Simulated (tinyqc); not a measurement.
Worked calculation: Born-Oppenheimer dynamics on the RHF/sto-3g surface (energies and gradients from PySCF), for HF, spin multiplicity 1. Computed by tinyqc, a small Python program that keeps every step (integrals from PySCF). Settings: charge = 0, multiplicity = 1, basis = sto-3g, time step (fs) = 0.2, steps = 24. Command: `OMP_NUM_THREADS=1 python tinyqc.py 26225 26226 out.jsonl` (the two numbers bound the seeds that draw the settings). One thread of a shared host (Intel(R) Xeon(R) Processor @ 2.60GHz), about 1 s of CPU time with the checks.

## Velocity Verlet step 1

positions (bohr):
```
           x         y         z
1F  0.000000  0.000000  0.000000
2H  0.000000  0.000000  1.918072
```

velocities (bohr per atomic time unit):
```
               x             y             z
1F   0.000004836  -0.000006801   0.000012947
2H  -0.000091164   0.000128199  -0.000244053
```

gradient (hartree/bohr):
```
             x           y            z
1F  0.00000000  0.00000000  -0.06872442
2H  0.00000000  0.00000000   0.06872442
```

masses (electron masses): 1F 34631.970081, 2H 1837.152588

gradient after step 1 (hartree/bohr):
```
              x            y            z
1F   0.00002776  -0.00003903  -0.06695273
2H  -0.00002776   0.00003903   0.06695273
```

dt = 0.2 fs = 8.2683 atomic units; x' = x + v dt - g dt^2 / (2m); after the new gradient g', v' = v - (g + g') dt / (2m).

positions after step 1 (bohr):
```
            x          y         z
1F   0.000040  -0.000056  0.000175
2H  -0.000754   0.001060  1.914775
```

velocities after step 1 (bohr per atomic time unit):
```
               x             y             z
1F   0.000004833  -0.000006796   0.000029143
2H  -0.000091101   0.000128111  -0.000549367
```

## Velocity Verlet step 2

gradient after step 2 (hartree/bohr):
```
              x            y            z
1F   0.00005303  -0.00007457  -0.06379361
2H  -0.00005303   0.00007457   0.06379361
```

As before.

positions after step 2 (bohr):
```
            x          y         z
1F   0.000080  -0.000112  0.000482
2H  -0.001507   0.002119  1.908987
```

velocities after step 2 (bohr per atomic time unit):
```
               x             y             z
1F   0.000004823  -0.000006782   0.000044750
2H  -0.000090920   0.000127856  -0.000843585
```

## Energy conservation

The total energy should stay constant up to terms of order dt^2; the step counts as short enough if it moves by less than 2 % of the largest kinetic energy.

Trajectory:
```
time (fs)  1F-2H (angstrom)  potential (hartree)  kinetic (hartree)  total (hartree)
0.000000           1.015000         -98.56875199         0.00008155     -98.56867043
0.200000           1.013163         -98.56898746         0.00031584     -98.56867162
0.400000           1.009939         -98.56938585         0.00071218     -98.56867367
0.600000           1.005392         -98.56991448         0.00123798     -98.56867651
0.800000           0.999617         -98.57052842         0.00184843     -98.56867999
1.000000           0.992739         -98.57117286         0.00248894     -98.56868392
1.200000           0.984910         -98.57178659         0.00309859     -98.56868800
1.400000           0.976314         -98.57230665         0.00361477     -98.56869188
1.600000           0.967160         -98.57267414         0.00397900     -98.56869514
1.800000           0.957686         -98.57284097         0.00414367     -98.56869730
2.000000           0.948150         -98.57277709         0.00407915     -98.56869794
2.200000           0.938827         -98.57247703         0.00378030     -98.56869674
2.400000           0.930000         -98.57196456         0.00327098     -98.56869358
2.600000           0.921955         -98.57129385         0.00260517     -98.56868868
2.800000           0.914962         -98.57054572         0.00186311     -98.56868261
3.000000           0.909268         -98.56981847         0.00114221     -98.56867625
3.200000           0.905080         -98.56921381         0.00054312     -98.56867069
3.400000           0.902557         -98.56882020         0.00015325     -98.56866694
3.600000           0.901795         -98.56869688         0.00003113     -98.56866575
3.800000           0.902823         -98.56886268         0.00019533     -98.56866735
4.000000           0.905601         -98.56929233         0.00062091     -98.56867143
4.200000           0.910024         -98.56992134         0.00124417     -98.56867718
4.400000           0.915926         -98.57065824         0.00197469     -98.56868356
4.600000           0.923092         -98.57140079         0.00271129     -98.56868950
4.800000           0.931271         -98.57205251         0.00335834     -98.56869417
```

The total energy moves within 3.2e-05 hartree, under 2 % of the largest kinetic energy.
